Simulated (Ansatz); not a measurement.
**Elastic constant C12 of 2H WS₂ at several levels of theory**

No measured value is used here.

| level (code) | value (GPa) | cell (Å³/atom) |
|---|---|---|
| LDA (Ansatz) | 56.3 | 17.16 |
| PBE (Ansatz) | [?] | 21.83 |
| PBE-D4 (Ansatz) | 53.3 | 17.53 |
| r²SCAN (Ansatz) | 55.6 | 19.10 |

Fill in the missing entries.


- PBE (Ansatz, an electronic-structure program), value (GPa): 42.3

The crystal itself was run without spin with LDA, PBE, PBE-D4, r²SCAN; a magnetic state was not tried in these runs. Density-functional levels without +SOC have no spin–orbit coupling. LDA: LDA has no dispersion term either, though it tends to give short spacings of layers, chains or molecules. PBE, r²SCAN: the cell comes from a level without a dispersion term, which matters for the spacing of layers, chains or molecules. PBE-D4: the dispersion coefficients are held fixed in the derivatives. Each level is taken at its own relaxed cell. Cutoffs differ between the levels. Ansatz's density-functional and Hartree–Fock values are scalar-relativistic unless marked +SOC, with PAW data made under PBE.
